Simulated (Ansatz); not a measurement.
Two members of one family (BH3 adduct), computed with Ansatz in the gas phase. The two geometries come from different levels. Binding counts from free atoms in the multiplicity of their measured ground term, without zero-point energy. A dash marks a value that wasn't run or was left out as unsound. The structures are stationary points that may keep the symmetry of their start. Remarks come from the PBE and PBE0 runs and from stability tests at other levels; not every state was tested. HOMO above LUMO (over both spins in singlets and doublets, within one spin in higher multiplets; at PBE or PBE0), or a gap under 0.15 eV within one spin, warns that the state may not be the lowest or that an electron is smeared out.

First: B(H2O)H3 (singlet, charge 0, r2SCAN-D4/def2-TZVP geometry).

Cartesian coordinates in Å:
```
B 0.283 -0.057 -0.663
O -0.590 0.306 0.763
H 0.046 0.600 1.429
H -0.973 -0.519 1.090
H -0.591 -0.452 -1.387
H 1.073 -0.895 -0.295
H 0.753 1.016 -0.936
```

```
              level  HOMO (eV)  LUMO (eV)  gap (eV)  vertical IE (eV)  vertical triplet (eV)  binding per atom (eV)
   PBE-D4/def2-TZVP      -6.76      -1.32      5.44             10.70                   6.09                   3.28
r2SCAN-D4/def2-TZVP      -7.09      -0.54      6.55             10.80                   6.35                   3.27
   PBE0-D4/def2-SVP      -8.06       0.17      8.23                 –                      –                   3.25
  PBE0-D4/def2-TZVP      -8.19      -0.37      7.82             10.94                      –                   3.23
  ωB97M-V/def2-TZVP     -10.58       1.18     11.76                 –                      –                   3.28
```

Second: B(H2S)H3 (singlet, charge 0, B3LYP-D4/def2-TZVP geometry).

Cartesian coordinates in Å:
```
B -0.1626 0.8571 0.1545
S 0.2112 -1.1284 0.3523
H -0.6681 -1.6960 -0.4945
H 1.2459 -1.3339 -0.4836
H -1.2092 0.9294 0.7419
H -0.1955 1.0675 -1.0244
H 0.7782 1.3043 0.7539
```

Question: What does the change do? Estimate second minus first.

Answer: 
```json
{"level": "PBE-D4/def2-TZVP", "Δ HOMO (eV)": "-0.30", "Δ LUMO (eV)": "-0.04", "Δ gap (eV)": "0.25", "Δ vertical IE (eV)": "-0.07", "Δ vertical triplet (eV)": "-0.06", "Δ binding per atom (eV)": "-0.29"}
{"level": "r2SCAN-D4/def2-TZVP", "Δ HOMO (eV)": "-0.28", "Δ LUMO (eV)": "-0.51", "Δ gap (eV)": "-0.23", "Δ vertical IE (eV)": "-0.07", "Δ vertical triplet (eV)": "-0.23", "Δ binding per atom (eV)": "-0.27"}
{"level": "PBE0-D4/def2-SVP", "Δ HOMO (eV)": "-0.23", "Δ LUMO (eV)": "-0.13", "Δ gap (eV)": "0.10", "Δ vertical IE (eV)": "–", "Δ vertical triplet (eV)": "–", "Δ binding per atom (eV)": "-0.29"}
{"level": "PBE0-D4/def2-TZVP", "Δ HOMO (eV)": "-0.22", "Δ LUMO (eV)": "0.03", "Δ gap (eV)": "0.25", "Δ vertical IE (eV)": "-0.06", "Δ vertical triplet (eV)": "–", "Δ binding per atom (eV)": "-0.27"}
{"level": "ωB97M-V/def2-TZVP", "Δ HOMO (eV)": "-0.15", "Δ LUMO (eV)": "0.44", "Δ gap (eV)": "0.59", "Δ vertical IE (eV)": "–", "Δ vertical triplet (eV)": "–", "Δ binding per atom (eV)": "-0.28"}
```

Remarks: gap within one spin near zero at PBE or PBE0 (+1 doublet).
